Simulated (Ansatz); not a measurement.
A made-up structure of CH$_{3}$SSi, doublet:

```
6
angstrom
C -0.2628 0.5828 -0.7469
Si 0.2062 -0.4284 0.6653
S 0.7707 -2.2984 0.5580
H -0.2517 0.1823 -1.7552
H -0.5717 1.6196 -0.6503
H 0.3892 -0.2372 -0.5855
```

It is relaxed with PBE-D4/def2-SVP and then PBE0-D4/def2-TZVP (Ansatz 0.2.0). Atoms count as bonded within 1.22 times the sum of their covalent radii (H–H: 0.88 Å). The end point is not checked to be a true minimum.

Does its bonding change? (Judge from chemistry; the calculation decides.)

The calculation gives: Yes. Formed: none; broken: Si2–H6.

Where it ends: The first stage lowers the energy by 4.49 eV in 10 steps. It ends as CH₃SSi ([CH3][Si][S]):
C1  (-0.062, 0.479, -0.774)
Si2  (-0.254, -0.703, 0.685)
S3  (0.673, -2.419, 0.784)
H4  (-0.633, 0.067, -1.611)
H5  (-0.436, 1.476, -0.541)
H6  (0.992, 0.522, -1.056)
(Å)

Labels in which every atom is bracketed show which atoms are joined, not bond orders.

For scale, one of the runs: PBE0-D4/def2-TZVP relaxation, 123 basis functions, launched by `ansatz run in.yaml --threads 2 --pin off --events-out ev --progress --plain --max-ram 4352MiB`. Hardware: 2 CPU threads of an Arm Neoverse N1, shared host. Wall time about 29 s.
